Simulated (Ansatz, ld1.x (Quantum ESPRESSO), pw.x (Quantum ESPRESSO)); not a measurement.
# Os: does the RRKJ potential hold in the solid?

osmium, norm-conserving RRKJ (Kleinman–Bylander form), made with ld1.x (Quantum ESPRESSO) 7.5 (LDA (PW92), scalar-relativistic). Core [Xe] 4f14, reference 5d6 6s1 6p1. Waves: 6p (bound): rc 3.65 bohr; 5d (bound): rc 1.95 bohr; 6s (bound): rc 2.30 bohr. Local part: the s channel. Core correction: none. rho0 = 0.001.

Atomic tests: cutoffs needed: 35 Ry and 40 Ry (the cutoffs (Ry, on a coarse ladder) from which the occupation-weighted sum of valence levels, in a spherical-Bessel basis at the reference potential, stays within 10 and 1 mRy of its value at 400 Ry); ghost test: no extra level below or beside the all-electron valence levels (p, d, s, f tested) (spherical-Bessel basis up to 400 Ry, 20 bohr box); largest excitation error: -72 meV (all-electron minus pseudo) for 5d4 6s0 6p0, out of 7 test configurations.

Crystal test: sc Os in pw.x 7.5, no spin, 13³ k-points, Fermi–Dirac smearing 0.01 Ry, cutoffs 50/200 Ry. The reference is all-electron LAPW (Ansatz 0.2.0) with the same functional, mesh and smearing; V0 and B0 come from Birch–Murnaghan fits to the pressures at five volumes. Errors are pseudo minus all-electron; Δ is the rms difference of the E(V) curves that follow from these fits, minima aligned, over ±6 % about the mean V0. Mesh and smearing are coarse, so the numbers serve the comparison and aren't converged zero-temperature values; the lattice is a test structure that the element need not adopt.

All-electron: a0 = 2.518 Å (V0 = 15.96 Å³/atom), B0 = 307.4 GPa.

Question: How far does the potential miss the all-electron equation of state?

Answer: mean pressure error (GPa): +6.08; a0 (Å): 2.534; a0 error (%): +0.64; B0 error (%): -2.3; Δ (meV/atom): 20.4. The largest radius (3.65 bohr) exceeds half the bond length (2.38 bohr), so the spheres overlap, which is one possible source of error among others. This is a poor potential for the solid.

```
V (Å³/atom)  P all-electron (GPa)  P pseudo (GPa)
     15.121                 18.81           25.96
     15.519                  9.19           15.76
     15.917                  0.83            6.86
     16.315                 -6.43           -0.89
     16.713                -12.73           -7.64
```

Question: At the middle volume, how do free energy and pressure move when the wave cutoff is lowered (ecutrho kept at four times it)?

Answer:

| cutoff (Ry) | shift of F (meV/atom) | shift of P (GPa) |
| --- | --- | --- |
| 22 | +3005.5 | -128.31 |
| 30 | +215.4 | -17.04 |
| 40 | +1.4 | -0.03 |

The run at the middle volume (84 k-points, 7 iterations) took about 6.1 s on one core of a shared host (Neoverse-V1, 32 threads, 247 GiB, load 11).
